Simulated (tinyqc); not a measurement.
MP2 on RHF in the sto-3g basis, for H2F+, spin multiplicity 1, step by step. One step of it, computed by the program tinyqc.

Problem. Second-order Moller-Plesset energy. E2 = sum_ijab (ia|jb) [2 (ia|jb) - (ib|ja)] / (e_i + e_j - e_a - e_b) over occupied i, j and virtual a, b; the opposite-spin part is (ia|jb)^2 / denominator, the rest is same-spin, and SCS-MP2 scales them by 6/5 and 1/3.

orbital energies (hartree): MO1 -26.646831, MO2 -2.119858, MO3 -1.301365, MO4 -1.104023, MO5 -1.075921, MO6 0.050048, MO7 0.284822

Two-electron integrals over orbitals (pq|rs), unique and non-zero (hartree):
```
p,q,r,s,(pq|rs)
1,1,1,1,5.360482
2,1,1,1,-0.498902
2,1,2,1,0.073909
2,2,1,1,1.197055
2,2,2,1,-0.018438
2,2,2,2,0.858306
3,1,3,1,0.017078
3,2,3,1,0.025926
3,2,3,2,0.165308
3,3,1,1,1.000351
3,3,2,1,-0.007895
3,3,2,2,0.770114
3,3,3,3,0.760206
4,1,1,1,0.128880
4,1,2,1,-0.015579
4,1,2,2,0.015139
4,1,3,3,0.004858
4,1,4,1,0.030079
4,2,1,1,-0.072856
4,2,2,1,0.008218
4,2,2,2,0.018921
4,2,3,3,-0.001701
4,2,4,1,0.031977
4,2,4,2,0.161189
4,3,3,1,-0.003780
4,3,3,2,0.002998
4,3,4,3,0.045702
4,4,1,1,1.206937
4,4,2,1,-0.015466
4,4,2,2,0.833565
4,4,3,3,0.739026
4,4,4,1,-0.012203
4,4,4,2,-0.088625
4,4,4,4,0.952063
5,1,5,1,0.029668
5,2,5,1,0.038905
5,2,5,2,0.179506
5,3,5,3,0.039282
5,4,5,1,-0.009492
5,4,5,2,-0.033277
5,4,5,4,0.057329
5,5,1,1,1.263993
5,5,2,1,-0.013912
5,5,2,2,0.877467
5,5,3,3,0.758910
5,5,4,1,0.003634
5,5,4,2,-0.040062
5,5,4,4,0.861985
5,5,5,5,0.997514
6,1,1,1,-0.255536
6,1,2,1,0.039545
6,1,2,2,-0.005824
6,1,3,3,-0.003361
6,1,4,1,0.002112
6,1,4,2,0.016885
6,1,4,4,-0.013943
6,1,5,5,-0.006871
6,1,6,1,0.025252
6,2,1,1,0.323884
6,2,2,1,-0.008950
6,2,2,2,0.152870
6,2,3,3,0.094514
6,2,4,1,0.016017
6,2,4,2,0.032544
6,2,4,4,0.128984
6,2,5,5,0.165004
6,2,6,1,0.000696
6,2,6,2,0.081410
6,3,3,1,0.004168
6,3,3,2,-0.033201
6,3,4,3,-0.014147
6,3,6,3,0.070159
6,4,1,1,0.198559
6,4,2,1,-0.001533
6,4,2,2,0.105629
6,4,3,3,0.061889
6,4,4,1,0.009693
6,4,4,2,0.015160
6,4,4,4,0.110791
6,4,5,5,0.104639
6,4,6,1,0.002802
6,4,6,2,0.056648
6,4,6,4,0.048935
6,5,5,1,0.016505
6,5,5,2,0.061123
6,5,5,4,0.001746
6,5,6,5,0.030298
6,6,1,1,0.709236
6,6,2,1,-0.005819
6,6,2,2,0.585981
6,6,3,3,0.571303
6,6,4,1,0.016786
6,6,4,2,0.067124
6,6,4,4,0.543171
6,6,5,5,0.560043
6,6,6,1,0.002887
6,6,6,2,0.051103
6,6,6,4,0.028206
6,6,6,6,0.547072
7,1,3,1,0.018504
7,1,3,2,0.026500
7,1,4,3,-0.004231
7,1,6,3,0.004209
7,1,7,1,0.020084
7,2,3,1,0.017221
7,2,3,2,0.057601
7,2,4,3,-0.023202
7,2,6,3,0.030815
7,2,7,1,0.017790
7,2,7,2,0.054870
7,3,1,1,0.428802
7,3,2,1,-0.009043
7,3,2,2,0.194934
7,3,3,3,0.159704
7,3,4,1,-0.001398
7,3,4,2,-0.052297
7,3,4,4,0.212107
7,3,5,5,0.223681
7,3,6,1,-0.006043
7,3,6,2,0.080349
7,3,6,4,0.059377
7,3,6,6,0.023267
7,3,7,3,0.155403
7,4,3,1,-0.007857
7,4,3,2,-0.054772
7,4,4,3,0.017508
7,4,6,3,0.033100
7,4,7,1,-0.008396
7,4,7,2,-0.012284
7,4,7,4,0.043228
7,5,5,3,0.025553
7,5,7,5,0.020691
7,6,3,1,0.012083
7,6,3,2,0.109390
7,6,4,3,0.033821
7,6,6,3,-0.084030
7,6,7,1,0.012675
7,6,7,2,-0.006184
7,6,7,4,-0.051114
7,6,7,6,0.160207
7,7,1,1,0.855332
7,7,2,1,-0.009086
7,7,2,2,0.640923
7,7,3,3,0.644908
7,7,4,1,0.003106
7,7,4,2,0.004719
7,7,4,4,0.624638
7,7,5,5,0.630643
7,7,6,1,-0.004272
7,7,6,2,0.055038
7,7,6,4,0.027984
7,7,6,6,0.548544
7,7,7,3,0.084894
7,7,7,7,0.602044
```

Hartree-Fock energy = -98.84409911 hartree

Give: Terms; Pair energies; MP2 correlation energy; SCS-MP2 correlation energy; MP2 total energy.

Solution.

Terms:
```
i,j,a,b,(ia|jb),(ib|ja),denominator,term
3,3,7,7,0.1554,0.1554,-3.1724,-0.0076
3,2,7,6,0.0803,0.0308,-3.7561,-0.0028
2,3,6,7,0.0803,0.0308,-3.7561,-0.0028
3,4,7,6,0.0594,0.0331,-2.7403,-0.0019
4,3,6,7,0.0594,0.0331,-2.7403,-0.0019
3,3,6,6,0.0702,0.0702,-2.7028,-0.0018
2,2,6,6,0.0814,0.0814,-4.3398,-0.0015
4,4,6,6,0.0489,0.0489,-2.3081,-0.0010
2,4,6,6,0.0566,0.0566,-3.3240,-0.0010
4,2,6,6,0.0566,0.0566,-3.3240,-0.0010
4,4,7,7,0.0432,0.0432,-2.7777,-0.0007
2,2,7,7,0.0549,0.0549,-4.8094,-0.0006
5,5,6,6,0.0303,0.0303,-2.2519,-4.08e-04
5,5,7,7,0.0207,0.0207,-2.7215,-1.57e-04
3,2,6,7,0.0308,0.0803,-3.7561,1.54e-04
2,3,7,6,0.0308,0.0803,-3.7561,1.54e-04
4,3,7,6,0.0331,0.0594,-2.7403,-8.24e-05
3,4,6,7,0.0331,0.0594,-2.7403,-8.24e-05
4,2,7,7,-0.0123,-0.0123,-3.7935,-3.98e-05
2,4,7,7,-0.0123,-0.0123,-3.7935,-3.98e-05
1,1,6,6,0.0253,0.0253,-53.3938,-1.19e-05
2,1,7,7,0.0178,0.0178,-29.3363,-1.08e-05
1,2,7,7,0.0178,0.0178,-29.3363,-1.08e-05
1,1,7,7,0.0201,0.0201,-53.8633,-7.49e-06
3,1,7,6,-0.0060,0.0042,-28.2831,-3.48e-06
1,3,6,7,-0.0060,0.0042,-28.2831,-3.48e-06
4,1,7,7,-0.0084,-0.0084,-28.3205,-2.49e-06
1,4,7,7,-0.0084,-0.0084,-28.3205,-2.49e-06
3,1,6,7,0.0042,-0.0060,-28.2831,-2.15e-06
1,3,7,6,0.0042,-0.0060,-28.2831,-2.15e-06
4,1,6,6,0.0028,0.0028,-27.8510,-2.82e-07
1,4,6,6,0.0028,0.0028,-27.8510,-2.82e-07
1,2,6,6,0.0007,0.0007,-28.8668,-1.68e-08
2,1,6,6,0.0007,0.0007,-28.8668,-1.68e-08
```

Pair energies (hartree; pair i-j sums ij and ji):
```
pair,opposite spin,same spin
1-1,-1.94e-05,0.0000
2-1,-2.16e-05,0.0000
2-2,-0.0022,0.0000
3-1,-3.83e-06,-7.43e-06
3-2,-0.0039,-0.0013
3-3,-0.0094,0.0000
4-1,-5.54e-06,0.0000
4-2,-0.0020,0.0000
4-3,-0.0034,-0.0005
4-4,-0.0017,0.0000
5-5,-0.0006,0.0000
```

MP2 correlation energy = -0.025057 hartree

SCS-MP2 correlation energy = -0.028493 hartree

MP2 total energy = -98.869156 hartree
